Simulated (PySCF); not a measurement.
Screening by computed properties: pick the candidate that meets the target.

All species are isolated and taken at one optimised geometry, non-relativistic unless stated. Electronic properties by PySCF.

The conformers computed, where there is a choice (atom-mapped SMILES and torsion angles):
- `[CH3:1][C:2]([NH2:3])=[O:4]`: H–N3–C2–C1 -179°, H–N3–C2–C1 -1°
- `[CH3:1][C:2]([CH3:3])([CH3:4])/[C:5]([SiH3:6])=[CH:7]\[C:8](=[O:9])[F:10]`: C1–C2–C5–Si6 -9°, C5–C7–C8–O9 10°
- `[CH:1]#[C:2][SiH2:3][C:4]#[C:5][SiH2:6][C@@H:7]1[CH2:8][C@H:9]1[NH2:10]`: C5–Si6–C7–C8 -113°, H–N10–C9–C8 155°, H–N10–C9–C8 35°
- `[CH3:1]/[CH:2]=[N:3]\[OH:4]`: H–O4–N3–C2 180°
- `[N:1]#[C:2][CH2:3][c:4]1[cH:5][cH:6][cH:7][cH:8][c:9]1[F:10]`: C2–C3–C4–C5 53°
- `[O:1]=[C:2]([SiH3:3])[O:4][Si@@H:5]([SiH3:6])[NH:7][SiH3:8]`: O1–C2–O4–Si5 -1°, C2–O4–Si5–Si6 11°, O4–Si5–N7–Si8 174°
- `[CH3:1][Si:2]([CH3:3])([CH3:4])[CH2:5][P@:6]([CH3:7])(=[O:8])[OH:9]`: C1–Si2–C5–P6 46°, Si2–C5–P6–C7 170°, H–O9–P6–C5 126°

**Question.** Wanted: HOMO energy above -8 eV (PBE0/pcSseg-1) and dipole moment above 2 D (PBE0/pcSseg-1), at GFN2-xTB geometries. Which candidate meets both?
A. `C#C[SiH2]C#C[SiH2][C@@H]1C[C@H]1N`
B. `C/C=N\O`
C. `CC(C)(C)/C([SiH3])=C\C(=O)F`
D. `CC(N)=O`

**Answer.** D. Computed values:
```csv
species,HOMO energy,dipole moment
CC(C)(C)/C([SiH3])=C\C(=O)F,-8.30 eV,3.43 D
C/C=N\O,-7.47 eV,0.70 D
CC(N)=O,-7.28 eV,3.96 D
C#C[SiH2]C#C[SiH2][C@@H]1C[C@H]1N,-6.49 eV,1.15 D
```

**Question.** Wanted: HOMO–LUMO gap between 8 eV and 8.4 eV (PBE0/pcSseg-1) and smallest rotational constant above 3 GHz (GFN2-xTB), at GFN2-xTB geometries. Which candidate meets both?
A. `CC(C)(C)/C([SiH3])=C\C(=O)F`
B. `C[Si](C)(C)C[P@](C)(=O)O`
C. `C/C=N\O`
D. `CC(N)=O`
E. `O=C([SiH3])O[Si@@H]([SiH3])N[SiH3]`
F. `c1ccc(F)c(c1)CC#N`

**Answer.** D. Computed values:
```
                           species  HOMO–LUMO gap  smallest rotational constant
       CC(C)(C)/C([SiH3])=C\C(=O)F        6.00 eV                     0.605 GHz
O=C([SiH3])O[Si@@H]([SiH3])N[SiH3]        6.50 eV                     0.418 GHz
                 c1ccc(F)c(c1)CC#N        6.68 eV                     0.772 GHz
                           C/C=N\O        7.86 eV                     4.725 GHz
                           CC(N)=O        8.23 eV                     5.222 GHz
          C[Si](C)(C)C[P@](C)(=O)O        8.63 eV                     0.707 GHz
```
